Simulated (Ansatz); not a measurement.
# BH3O: the cost of one run

Method: RKS PBE-D4/def2-TZVP, in Ansatz 0.2.0.

## 1. The structure to begin with

Bond lengths: B1–O3 1.610 Å, O3–H4 1.010 Å, B1–H5 1.190 Å. Angles: B1–O3–H4 106.4°, O3–B1–H5 155.0°.

Coordinates:

```xyz
5

B     0.0000    0.0000    0.0000
H     0.7099    0.0000    1.1951
O     1.6038    0.0000    0.1408
H     1.9037   -0.9519   -0.0141
H    -1.0305    0.0000   -0.5950
```

## 2. A restrained relaxation towards end A

Springs on the bonds that form and break draw the guess towards this end; the thresholds are loose.

File input.yaml:

```yaml
crystal:
  periodic: [false, false, false]
  atoms:
    - { symbol: B, position_ang: [0.0, 0.0, 0.0] }
    - { symbol: H, position_ang: [0.7099, 0.0, 1.1951] }
    - { symbol: O, position_ang: [1.6038, 0.0, 0.1408] }
    - { symbol: H, position_ang: [1.9037, -0.9519, -0.0141] }
    - { symbol: H, position_ang: [-1.0305, 0.0, -0.595] }
basis:
  gaussian: { orbitals: def2-TZVP }
hamiltonian:
  xc: pbe
  dispersion: d4
relax:
  f_tol: 0.15
  max_steps: 25
  restrain:
    - { distance: [1, 2], at: 2.21, k: 30.0 }
    - { distance: [0, 1], at: 1.19, k: 30.0 }
    - { distance: [0, 2], at: 1.41, k: 30.0 }
output:
  orbitals: {}
```

On the command line:

```bash
ansatz run input.yaml --threads 1 --pin off --max-ram 2048MiB --backend cpu --events-out ev --progress --plain --runs-dir out
```

What time and memory should one allow on 1 thread of Intel Xeon Platinum 8488C (Sapphire Rapids), shared host?

About 7.2 s, with a peak of 0.12 GiB.
